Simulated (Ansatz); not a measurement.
Species: trimethyl amine, C3H9N, charge 0, multiplicity 1. SMILES: CN(C)C
Geometry: optimised at B3LYP-D3(BJ)/def2-TZVP (Ansatz, a first-principles code).

Wanted: vertical triplet-singlet gap (E(triplet) - E(singlet); each state is the SCF solution reached for its spin; the molecule has degenerate orbitals, so one determinant may break the symmetry), in eV. Correlated levels leave the core frozen unless marked. Open shells are spin-unrestricted. Spin-orbit coupling is left out. No relativistic terms. 

```
level                 program  vertical triplet-singlet gap (eV)
--------------------  -------  ---------------------------------
HF/aug-cc-pVDZ         Ansatz                               4.60
PBE/def2-TZVPD         Ansatz                               5.08
r2SCAN/def2-TZVPD      Ansatz                               5.22
PBE0/def2-TZVPD        Ansatz                               5.32
CAM-B3LYP/def2-TZVPD   Ansatz                               5.54
wB97X-V/def2-TZVPD     Ansatz                               5.83
B2PLYP/def2-TZVPD      Ansatz                               5.49
CCSD/aug-cc-pVDZ       Ansatz                               5.28
CCSD(T)/aug-cc-pVDZ    Ansatz                               5.28
```
